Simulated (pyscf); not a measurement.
# Four-centre exchange: H₃C–CH₂–Zn–OH + H₃C–OH -> H₃C–CH₂–CH₃ + HO–Zn–OH

Gas phase, singlet surface, charge 0. Bonds broken: C2–Zn3, C11–O12. Bonds formed: C2–C11, Zn3–O12. Optimised with ωB97X-D3(BJ)/def2-SVP in PySCF.

Transition state (Å):

```xyz
16

C      1.0333    -0.3542    -1.6619
C      0.1668     0.2411    -0.5717
Zn    -0.6573    -1.1569     0.7279
O     -1.3201    -2.8174     0.4345
H      2.0424    -0.6209    -1.2938
H      1.1962     0.3535    -2.4942
H      0.5876    -1.2703    -2.0808
H     -0.8806     0.3727    -0.9142
H      0.4989     1.2266    -0.2259
H     -1.9290    -3.1043     1.1229
C      1.4373    -0.2734     1.4890
O     -0.5336    -0.0263     2.2755
H      1.5263    -0.9557     2.3374
H      1.9923    -0.6199     0.6123
H      1.5786     0.7759     1.7386
H     -0.6302    -0.4319     3.1503
```

One imaginary mode, 568i cm⁻¹; descent along it reached the two sides named, in the forms told below.

```
bond     change  reactant side (Å)  saddle  product side
-------  ------  -----------------  ------  ------------
C2–Zn3   breaks              1.951   2.079           3.0
C11–O12  breaks              1.413   2.136           3.4
C2–C11    forms                4.3   2.475         1.533
Zn3–O12   forms              2.241   1.921         1.779
```

Electronic energies relative to the separated reactants (kJ/mol):

```
level                   barrier  reaction energy  reverse barrier
----------------------  -------  ---------------  ---------------
ωB97X-D3(BJ)/def2-TZVP    287.8           -108.8            396.6
PBE/def2-TZVP             247.7           -102.4            350.1
r²SCAN/def2-TZVP          242.9           -111.1            354.0
B3LYP-D3(BJ)/def2-TZVP    264.6           -106.8            371.4
PBE0-D3(BJ)/def2-TZVP     275.1           -105.6            380.7
M06-2X/def2-TZVP          279.4           -113.2            392.5
ωB97M-D3(BJ)/def2-TZVP    284.5           -110.1            394.6
HF/def2-TZVP              385.7           -120.2            506.0
```

With ωB97M-D3(BJ)/def2-TZVP energies and thermal terms (ideal gas, 1 atm, RRHO with modes under 100 cm⁻¹ raised to 100, one conformer, R ln 2 for chiral ones without a mode under 150 cm⁻¹), in kJ/mol:

| T (K) | ΔH‡ | ΔG‡ | ΔH | ΔG |
|---|---|---|---|---|
| 298 | 277.8 | 327.6 | -110.8 | -104.7 |
| 600 | 283.1 | 376.0 | -110.5 | -98.5 |
| 900 | 287.7 | 421.4 | -110.2 | -92.6 |
| 1200 | 291.4 | 465.4 | -110.1 | -86.7 |

On the reactant side the descent ends in a bound adduct (not fully relaxed), 56.4 kJ/mol under the separated species and 344.3 kJ/mol under the saddle at ωB97X-D3(BJ)/def2-TZVP. This is the saddle that the search found; another between the same sides may lie lower. Elements up to Kr have no core potential and no relativistic terms here.
